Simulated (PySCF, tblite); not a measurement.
# disiloxane (Si₂H₆O): dynamics, then NMR shifts and electronic excitations on frames, part 2 of 2

tblite 0.8.0 and PySCF 2.14.0. Atoms count from 0.

## 10. Ultraviolet spectrum: 800 fs, PBE0/def2-SVPD

The job: settings as JSON, then the geometry in Å.

```
{"job": {"kind": "uv", "xc": "PBE0", "basis": "def2-SVPD", "nstates": 5, "ntriplets": 0}, "charge": 0, "multiplicity": 1}
Si    -2.440700     0.016500     0.471800
O     -0.964000    -0.269800    -0.074000
Si     0.603300     0.026600    -0.107800
H     -3.175100     0.666500    -0.698700
H     -3.038400    -1.273600     0.894700
H     -2.413000     1.059900     1.571800
H      1.334800    -1.201000    -0.345400
H      0.836400     1.043500    -1.154100
H      1.079400     0.599500     1.173500
```

With the program's defaults for keys left out, this is: TDDFT PBE0/def2-SVPD, vertical, gas phase, core orbitals frozen in the response.

The log of the run:

```text
coarse grid: 8056 points
cycle   1  E = -657.1229563257  dE =  8.667e-02  |g| = 6.848e-01  |ddm| = 3.100e+00
cycle   2  E = -656.9471956450  dE =  1.758e-01  |g| = 1.162e+00  |ddm| = 1.666e+00
cycle   3  E = -657.2085321439  dE = -2.613e-01  |g| = 4.840e-02  |ddm| = 1.080e+00
cycle   4  E = -657.2091291482  dE = -5.970e-04  |g| = 1.216e-02  |ddm| = 1.312e-01
cycle   5  E = -657.2091802935  dE = -5.115e-05  |g| = 7.680e-04  |ddm| = 2.346e-02
cycle   6  E = -657.2091805026  dE = -2.091e-07  |g| = 2.461e-04  |ddm| = 2.034e-03
final grid: 67296 points
cycle   7  E = -657.2964765789  dE = -3.389e-06  |g| = 5.769e-03  |ddm| = 3.466e-02
cycle   8  E = -657.2964667446  dE =  9.834e-06  |g| = 9.266e-03  |ddm| = 1.273e-02
cycle   9  E = -657.2964826461  dE = -1.590e-05  |g| = 1.198e-04  |ddm| = 8.034e-03
cycle  10  E = -657.2964826512  dE = -5.036e-09  |g| = 3.039e-05  |ddm| = 3.580e-04
cycle  11  E = -657.2964826514  dE = -2.835e-10  |g| = 7.168e-06  |ddm| = 6.436e-05
converged SCF energy = -657.2964826514

Static polarisability (au): isotropic 56.992, principal 54.051 54.751 62.175

Singlet excitations
state   eV       nm        f      main configurations
  1   6.9869    177.5   0.00668   H->L 0.98
  2   7.2659    170.6   0.00298   H-1->L 0.98
  3   7.9616    155.7   0.00149   H-2->L 0.82
  4   8.1620    151.9   0.08361   H->L+1 0.93
  5   8.3084    149.2   0.00197   H-3->L 0.52, H->L+2 0.18, H-1->L+2 0.09
```

Wall time 4.3 s (1 thread of Intel Xeon Platinum 8488C, shared host); peak memory 0.51 GiB.

This run: HOMO -8.58 eV, LUMO -0.21 eV; lowest singlet 6.99 eV.

## 11. Nuclear shieldings: 1000 fs, PBE0/pcSseg-1

The job: settings as JSON, then the geometry in Å.

```
{"job": {"kind": "nmr", "xc": "PBE0", "basis": "pcSseg-1", "pop": false}, "charge": 0, "multiplicity": 1}
Si    -2.615000     0.404100     0.695300
O     -1.052900     0.246100     0.313900
Si     0.208300    -0.095100    -0.667600
H     -3.304600     1.392900    -0.075700
H     -3.314800    -0.837700     0.406300
H     -2.619700     0.732900     2.087800
H      0.107800    -1.440800    -1.169500
H      0.269900     0.852300    -1.767600
H      1.404200    -0.105200     0.232000
```

Method: GIAO PBE0/pcSseg-1 NMR shielding, non-relativistic, gas phase.

The log of the run:

```text
coarse grid: 8056 points
cycle   1  E = -657.3881976721  dE =  1.041e-01  |g| = 7.270e-01  |ddm| = 2.625e+00
cycle   2  E = -657.2009912745  dE =  1.872e-01  |g| = 1.223e+00  |ddm| = 1.446e+00
cycle   3  E = -657.4780169960  dE = -2.770e-01  |g| = 5.851e-02  |ddm| = 1.053e+00
cycle   4  E = -657.4787257963  dE = -7.088e-04  |g| = 1.424e-02  |ddm| = 7.112e-02
cycle   5  E = -657.4787601050  dE = -3.431e-05  |g| = 1.088e-03  |ddm| = 1.601e-02
cycle   6  E = -657.4787604264  dE = -3.214e-07  |g| = 2.137e-04  |ddm| = 1.708e-03
final grid: 67296 points
cycle   7  E = -657.5049402203  dE = -3.701e-06  |g| = 6.314e-03  |ddm| = 8.309e-03
cycle   8  E = -657.5049300116  dE =  1.021e-05  |g| = 9.904e-03  |ddm| = 9.742e-03
cycle   9  E = -657.5049465447  dE = -1.653e-05  |g| = 2.711e-04  |ddm| = 6.328e-03
cycle  10  E = -657.5049465582  dE = -1.348e-08  |g| = 2.611e-05  |ddm| = 2.667e-04
cycle  11  E = -657.5049465583  dE = -1.071e-10  |g| = 4.908e-06  |ddm| = 3.273e-05
converged SCF energy = -657.5049465583

GIAO shielding tensors (ppm)
atom      isotropic    diamagn.    paramagn.     s11        s22        s33       span
  0 Si     393.355     879.134    -485.779    347.827    352.518    479.721    131.894
  1 O      349.392     396.979     -47.587    266.415    378.815    402.945    136.529
  2 Si     390.864     878.926    -488.061    349.288    350.960    472.345    123.057
  3 H       27.074      28.957      -1.883     23.943     25.466     31.812      7.869
  4 H       26.823      28.756      -1.933     23.630     25.282     31.557      7.927
  5 H       27.075      29.004      -1.929     23.535     25.339     32.351      8.816
  6 H       26.902      29.956      -3.054     23.791     25.371     31.543      7.753
  7 H       26.735      29.362      -2.627     23.507     25.058     31.639      8.133
  8 H       26.245      29.158      -2.913     23.006     24.751     30.980      7.974
```

Wall time 3.5 s (1 thread of Intel Xeon Platinum 8488C, shared host); peak memory 0.43 GiB.

Key values: δ Si2 -41.7, Si0 -44.2, O1 -13.3, H8 5.47, H7 4.98 ppm.

## 12. Ultraviolet spectrum: 1000 fs, PBE0/def2-SVPD

The job, as its differences from that of step 11:

```diff
@@ -1,2 +1,2 @@
-{"job": {"kind": "nmr", "xc": "PBE0", "basis": "pcSseg-1", "pop": false}, "charge": 0, "multiplicity": 1}
+{"job": {"kind": "uv", "xc": "PBE0", "basis": "def2-SVPD", "nstates": 5, "ntriplets": 0}, "charge": 0, "multiplicity": 1}
 Si    -2.615000     0.404100     0.695300
```

Level: TDDFT PBE0/def2-SVPD, vertical, gas phase, core orbitals frozen in the response.

The log of the run:

```text
coarse grid: 8056 points
cycle   1  E = -657.1235217160  dE =  9.358e-02  |g| = 6.804e-01  |ddm| = 3.130e+00
cycle   2  E = -656.9335935850  dE =  1.899e-01  |g| = 1.187e+00  |ddm| = 1.668e+00
cycle   3  E = -657.2089378307  dE = -2.753e-01  |g| = 4.751e-02  |ddm| = 1.084e+00
cycle   4  E = -657.2095071935  dE = -5.694e-04  |g| = 1.122e-02  |ddm| = 1.333e-01
cycle   5  E = -657.2095492273  dE = -4.203e-05  |g| = 7.532e-04  |ddm| = 2.099e-02
cycle   6  E = -657.2095494346  dE = -2.073e-07  |g| = 2.309e-04  |ddm| = 2.177e-03
final grid: 67296 points
cycle   7  E = -657.2960376407  dE = -2.931e-06  |g| = 5.661e-03  |ddm| = 3.217e-02
cycle   8  E = -657.2960275341  dE =  1.011e-05  |g| = 9.259e-03  |ddm| = 1.234e-02
cycle   9  E = -657.2960434802  dE = -1.595e-05  |g| = 1.339e-04  |ddm| = 8.016e-03
cycle  10  E = -657.2960434860  dE = -5.849e-09  |g| = 2.128e-05  |ddm| = 3.096e-04
cycle  11  E = -657.2960434862  dE = -1.523e-10  |g| = 3.938e-06  |ddm| = 5.489e-05
converged SCF energy = -657.2960434862

Static polarisability (au): isotropic 55.492, principal 51.722 52.754 61.999

Singlet excitations
state   eV       nm        f      main configurations
  1   7.0180    176.7   0.00159   H->L 0.98
  2   7.1351    173.8   0.00162   H-1->L 0.98
  3   8.1128    152.8   0.00099   H-2->L 0.64, H->L+2 0.25
  4   8.2369    150.5   0.06402   H->L+1 0.86
  5   8.2908    149.5   0.00564   H-3->L 0.54, H-1->L+2 0.26
```

Run time: 4.3 s. Hardware: 1 thread of Intel Xeon Platinum 8488C, shared host; peak memory 0.51 GiB.

In short: HOMO -8.65 eV, LUMO -0.21 eV; lowest singlet 7.02 eV.

## 13. Comparing the runs: NMR shifts

Shifts (ppm) of some atoms, chosen among heavy atoms and hydrogens apart, with basis size and wall time:

| frame | H5 | H8 | H3 | H6 | Si2 | Si0 | O1 | functions | time |
| --- | --- | --- | --- | --- | --- | --- | --- | --- | --- |
| 250 fs | 6.01 | 5.38 | 4.96 | 4.79 | -44.1 | -47.1 | -14.9 | 95 | 3.7 s |
| 425 fs | 5.38 | 5.92 | 5.33 | 5.01 | -39.9 | -44.9 | -5.5 | 95 | 3.4 s |
| 625 fs | 5.27 | 4.78 | 5.78 | 5.62 | -41.5 | -38.4 | -2.5 | 95 | 3.4 s |
| 800 fs | 5.74 | 5.17 | 5.87 | 4.84 | -47.2 | -43.9 | -5.8 | 95 | 3.5 s |
| 1000 fs | 4.64 | 5.47 | 4.64 | 4.82 | -41.7 | -44.2 | -13.3 | 95 | 3.5 s |

## 14. Run by run: electronic excitations

Excitations and ground-state properties, with basis size and wall time:

| frame | lowest singlet (eV) | brightest (eV) | f | gap (eV) | α (Å³) | μ (D) | functions | time |
| --- | --- | --- | --- | --- | --- | --- | --- | --- |
| 250 fs | 6.86 | 8.05 | 0.073 | 8.27 | 8.43 | 0.60 | 119 | 4.3 s |
| 425 fs | 6.90 | 8.11 | 0.052 | 8.30 | 8.45 | 0.33 | 119 | 4.2 s |
| 625 fs | 6.74 | 8.03 | 0.065 | 8.13 | 8.47 | 0.41 | 119 | 4.2 s |
| 800 fs | 6.99 | 8.16 | 0.084 | 8.38 | 8.45 | 0.33 | 119 | 4.3 s |
| 1000 fs | 7.02 | 8.24 | 0.064 | 8.43 | 8.22 | 0.46 | 119 | 4.3 s |

## 15. Results

This closing draws on all 2 parts.

```
                                       quantity                                   value
                                     thermostat                                   200 K
                  mean temperature, second half                                   215 K
        mean potential energy above the minimum                                 0.17 eV
  ¹H shifts against TMS (PBE0/pcSseg-1, 250 fs)  6.01, 5.38, 5.00, 4.96, 4.86, 4.79 ppm
²⁹Si shifts against TMS (PBE0/pcSseg-1, 250 fs)                        -44.1, -47.1 ppm
 ¹⁷O shifts against H2O (PBE0/pcSseg-1, 250 fs)                               -14.9 ppm
        lowest singlet (PBE0/def2-SVPD, 250 fs)             6.86 eV (181 nm), f = 0.002
       brightest single state of those computed             state 4, 8.05 eV, f = 0.073
                       range of the shift of O1                       -14.9 to -2.5 ppm
                    range of the lowest singlet                         6.74 to 7.02 eV
```

What this shows: In the second half the potential energy averages 0.17 eV above the minimum; equipartition over 21 harmonic modes at 200 K would give 0.18 eV. With 9 atoms the temperature swings widely (102 to 279 K). Shifts at one fixed geometry are not the observed spectrum, which averages over the motion. In the first frame run (250 fs): Shielding is most anisotropic at O1 (span 138 ppm, paramagnetic term -45 ppm). The first singlet state (HOMO→LUMO 0.98) lies at 6.86 eV and is weak; of the 5 states computed, the strongest absorption comes from state 4 at 8.05 eV (the last state computed is bright too, and its partners may lie past the list). In ppm, O1 moves most: its shift spreads over 12.4 ppm, from -14.9 (250 fs) to -2.5 (625 fs). The lowest singlet runs from 6.74 eV (625 fs) to 7.02 eV (1000 fs), while the orbital gap spans 8.13 to 8.43 eV. The lowest state need not be the same one in every run.
